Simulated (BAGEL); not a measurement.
**singlet BNH2Cl+: a chain of runs**

Aim: the energy (singlet BNH2Cl+, HF/def2-SVP), then a single-point energy (doublet BNH2Cl, NEVPT2(3,2)/def2-SVP), then a single-point energy (doublet BNH2Cl, CASPT2(3,2)/def2-SVP) of BClH2N. 

The results are computed with BAGEL 1.2.2.

2 further runs of the same task are left out: 2 set aside as unsound or not needed.

### Step 1. The molecule

The species is BNH2Cl+ (5 atoms), meant as a singlet with charge +1. As SMILES of the parent species, `N[B]Cl`. The N1–H4 distance was set to 1.910 Å, away from the relaxed value. That shape belongs to the parent species and isn't relaxed for this state. At this shape a bond of the SMILES string is far longer than usual.

Bond lengths: N1–B2 1.376 Å, B2–Cl3 1.746 Å, N1–H5 1.010 Å. Angles: N1–B2–Cl3 124.3°, B2–N1–H5 123.4°.

### Step 2. The energy at HF/def2-SVP (density fitting with svp-jkfit) (run 1)

Input file input.json:

```json
{ "bagel": [

{
  "title": "molecule",
  "basis": "svp",
  "df_basis": "svp-jkfit",
  "angstrom": false,
  "geometry": [
    { "atom": "N", "xyz": [  0.80198276, -0.15286939, -0.45720223 ] },
    { "atom": "B", "xyz": [  1.24720223, -1.96077038,  1.35901355 ] },
    { "atom": "Cl", "xyz": [  3.97143142, -3.81572554,  1.51056959 ] },
    { "atom": "H", "xyz": [ -2.22364073,  1.81394811, -0.51608420 ] },
    { "atom": "H", "xyz": [  2.02992680,  0.24964227, -1.86296949 ] }
  ]
},
{
  "title": "hf",
  "charge": 1
},
{
  "title": "print",
  "file": "orbitals.molden",
  "orbitals": true
}

]}
```

Command:

```bash
$ BAGEL_NUM_THREADS=1 BAGEL input.json > input.out
```

Log:

```text
* using 1 threads per process

  ===============================================================
  ===============================================================

  *** Geometry ***

  { "atom" : "N", "xyz" : [      0.801983,     -0.152869,     -0.457202 ] },
  { "atom" : "B", "xyz" : [      1.247202,     -1.960770,      1.359014 ] },
  { "atom" : "Cl", "xyz" : [      3.971431,     -3.815726,      1.510570 ] },
  { "atom" : "H", "xyz" : [     -2.223641,      1.813948,     -0.516084 ] },
  { "atom" : "H", "xyz" : [      2.029927,      0.249642,     -1.862969 ] },

  Number of auxiliary basis functions:      316

  Since a DF basis is specified, we compute 2- and 3-index integrals:
    o Being stored without compression. Storage requirement is 0.008 GB

  Number of basis functions:       56
  Number of electrons      :       31

    * METHOD: MOLECULE                             0.08

  *** RHF ***

  === Nuclear Repulsion ===
    74.9623022174

      * DIIS with orbital gradients will be used.

  === RHF iteration (svp) ===
      0       -538.98753407          0.02419432           0.02
      1       -539.05773409          0.02181130           0.02
      2       -539.14441254          0.00218980           0.02
[... 11 lines of this table left out ...]
     14       -539.14688426          0.00000000           0.02
    * SCF iteration converged.

    * Permanent dipole moment:
           (    2.294456,    -1.646263,     0.228177) a.u.

    * METHOD: HF                                   0.36

    * METHOD: PRINT                                0.01

  ===============================================================
```

Run time: 0.57 s. Hardware: 1 thread of Arm Neoverse V1, shared host; peak memory 0.14 GiB.

### Step 3. Doublet neutral BNH2Cl: the energy at NEVPT2(3,2)/def2-SVP (density fitting with svp-jkfit) (run 2)

Input file input.json:

```json
{ "bagel" : [

{
  "title" : "molecule",
  "basis" : "svp",
  "df_basis" : "svp-jkfit",
  "angstrom" : false,
  "geometry" : [
    { "atom" : "N", "xyz" : [     0.80198276,    -0.15286939,    -0.45720223 ] },
    { "atom" : "B", "xyz" : [     1.24720223,    -1.96077038,     1.35901355 ] },
    { "atom" : "Cl", "xyz" : [     3.97143142,    -3.81572554,     1.51056959 ] },
    { "atom" : "H", "xyz" : [    -2.22364073,     1.81394811,    -0.51608420 ] },
    { "atom" : "H", "xyz" : [     2.02992680,     0.24964227,    -1.86296949 ] }
  ]
},

{
  "title" : "hf",
  "charge" : 1
},

{
  "title" : "casscf",
  "nstate" : 1,
  "nact" : 2,
  "nclosed" : 14,
  "nspin" : 1,
  "active" : [12, 16],
  "maxiter" : 200,
  "natocc" : true
},

{
  "title" : "nevpt2",
  "nstate" : 1,
  "nact" : 2,
  "nclosed" : 14,
  "nspin" : 1,
  "active" : [12, 16],
  "maxiter" : 200,
  "natocc" : true,
  "ncore" : 7
},

{
  "title" : "print",
  "file" : "orbitals.molden",
  "orbitals" : true
}

]}
```

Command:

```bash
$ BAGEL_NUM_THREADS=1 BAGEL input.json > input.out
```

Log:

```text
* using 1 threads per process

  ===============================================================
  ===============================================================

  *** Geometry ***

[... 29 lines left out ...]
    * SCF iteration converged.
[... 1 line left out ...]
    * Permanent dipole moment:
[... 13 lines left out ...]
    * nstate   :      1
    * nclosed  :     14
    * nact     :      2
    * nvirt    :     40
  === CASSCF iteration (svp) ===

    * Using the second-order algorithm

      0  0      -539.39717847     1.48e-02      0.01

      1  0      -539.41674871     1.63e-03      0.13
[... 49 lines of this table left out ...]
     26  0      -539.43841751     1.32e-06      0.06

[... 278 further lines ...]
    166  0      -539.43841751     7.86e-08      0.06

    167  0      -539.43841751     1.11e-07      0.07
[... 63 lines of this table left out ...]
    199  0      -539.43841751     4.86e-08      0.07

  ERROR: EXCEPTION RAISED:  Max iteration reached during the second-order optimization.
```

Run time: 14 s. Hardware: 1 thread of Arm Neoverse V1, shared host; peak memory 0.14 GiB.

The iterations ended before the threshold was met.

### Step 4. Doublet neutral BNH2Cl: the energy at CASPT2(3,2)/def2-SVP (density fitting with svp-jkfit) (run 3)

Input file input.json:

```json
{ "bagel": [

{
  "title": "molecule",
  "basis": "svp",
  "df_basis": "svp-jkfit",
  "angstrom": false,
  "geometry": [
    { "atom": "N", "xyz": [     0.80198276,    -0.15286939,    -0.45720223 ] },
    { "atom": "B", "xyz": [     1.24720223,    -1.96077038,     1.35901355 ] },
    { "atom": "Cl", "xyz": [     3.97143142,    -3.81572554,     1.51056959 ] },
    { "atom": "H", "xyz": [    -2.22364073,     1.81394811,    -0.51608420 ] },
    { "atom": "H", "xyz": [     2.02992680,     0.24964227,    -1.86296949 ] }
  ]
},

{ "title": "hf", "charge": 1 },

{ "title": "casscf", "nstate": 1, "nact": 2, "nclosed": 14, "nspin": 1, "active": [12, 16], "maxiter": 200, "natocc": true },

{ "title": "print", "file": "orbitals.molden", "orbitals": true },

{ "title": "smith", "method": "caspt2", "ms": true, "xms": true, "sssr": true, "shift": 0.2, "shift_imag": true, "ncore": 7 }

]}
```

Command:

```bash
$ BAGEL_NUM_THREADS=1 BAGEL input.json > input.out
```

Log:

```text
* using 1 threads per process

  ===============================================================
  ===============================================================

  *** Geometry ***

[... 29 lines left out ...]
    * SCF iteration converged.
[... 1 line left out ...]
    * Permanent dipole moment:
[... 13 lines left out ...]
    * nstate   :      1
    * nclosed  :     14
    * nact     :      2
    * nvirt    :     40
  === CASSCF iteration (svp) ===

    * Using the second-order algorithm

      0  0      -539.39717847     1.48e-02      0.01

      1  0      -539.41674871     1.63e-03      0.13
[... 49 lines of this table left out ...]
     26  0      -539.43841751     1.32e-06      0.06

[... 278 further lines ...]
    166  0      -539.43841751     7.86e-08      0.06

    167  0      -539.43841751     1.11e-07      0.07
[... 63 lines of this table left out ...]
    199  0      -539.43841751     4.86e-08      0.06

  ERROR: EXCEPTION RAISED:  Max iteration reached during the second-order optimization.
```

It took 14 s on 1 thread of Arm Neoverse V1, shared host; peak memory 0.14 GiB.

No converged result was reached.

### Step 5. Summary of results

| quantity | value |
| --- | --- |
| run 1, HF/def2-SVP: total energy | -539.14688 Eh |
| run 1, HF/def2-SVP: HOMO energy | -17.79 eV |
| run 1, HF/def2-SVP: LUMO energy | -6.80 eV |
| run 1, HF/def2-SVP: HOMO–LUMO gap | 10.98 eV |
| doublet neutral BNH2Cl, run 2 | no result (not converged) |
| doublet neutral BNH2Cl, run 3 | no result (not converged) |

**Reading.** 2 of the 3 runs did not end normally.
